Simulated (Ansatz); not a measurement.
Geometry optimisation, RKS PBE0-D4/def2-SVP in Ansatz 0.2.0.

input.yaml

```yaml
crystal:
  periodic: [false, false, false]
  atoms:
    - { symbol: O, position_ang: [-1.6515, 0.2651, -0.6549] }
    - { symbol: B, position_ang: [-0.2535, 0.1948, -0.7919] }
    - { symbol: Al, position_ang: [0.8886, 0.0006, 0.8852] }
    - { symbol: H, position_ang: [-1.9537, -0.6129, -0.7142] }
    - { symbol: H, position_ang: [0.2585, 0.2231, -1.8755] }
    - { symbol: H, position_ang: [0.2378, -0.0237, 2.3405] }
    - { symbol: H, position_ang: [2.535, -0.115, 0.7651] }
basis:
  gaussian: { orbitals: def2-SVP }
hamiltonian:
  xc: pbe0
  dispersion: d4
relax:
  f_tol: 0.02
  max_steps: 40
scf:
  lower_state_search: "off"
output:
  orbitals: {}
```

Command:

```bash
$ ansatz run input.yaml --threads 1 --pin off --max-ram 2048MiB --backend cpu --events-out ev --progress --plain --runs-dir out
```

Q: Where does it end, and by what steps?

A: It converged. The force dipped under the threshold on the way, but the program's further checks kept it going. After 17 steps the energy has fallen by 1.096 eV; H6 moved furthest, 1.02 Å.

```
step  energy less start (eV)  largest force component (eV/Å)  accepted
   0                  0.0000                           1.957       yes
   1                 -0.2387                           0.876       yes
   2                 -0.3666                           2.656       yes
   3                 -0.5462                           2.823       yes
   4                 -0.9258                           1.892       yes
   5                 -1.0262                           0.765       yes
   6                 -1.0406                           0.220       yes
   7                 -1.0448                           0.588       yes
   8                 -1.0596                           0.310       yes
   9                 -1.0787                           0.086       yes
  10                 -1.0822                           0.407       yes
  11                 -1.0884                           0.152       yes
  12                 -1.0937                           0.155       yes
  13                 -1.0954                           0.020       yes
  14                 -1.0958                           0.065       yes
  15                 -1.0960                           0.038       yes
  16                 -1.0960                           0.023       yes
  17                 -1.0960                           0.006       yes
```

```xyz
7
Properties=species:S:1:pos:R:3
O -1.406 -0.704 -0.707
B -0.375 0.173 -0.638
Al 0.995 0.033 1.008
H -1.970 -0.568 -1.478
H -0.275 1.010 -1.526
H 0.768 0.843 2.369
H 2.324 -0.855 0.927
```

Whether the end is a true minimum wasn't checked by a vibrational analysis.

The run took 27 s on 1 thread of Arm Neoverse V1, on a shared host, peak memory 0.12 GiB.
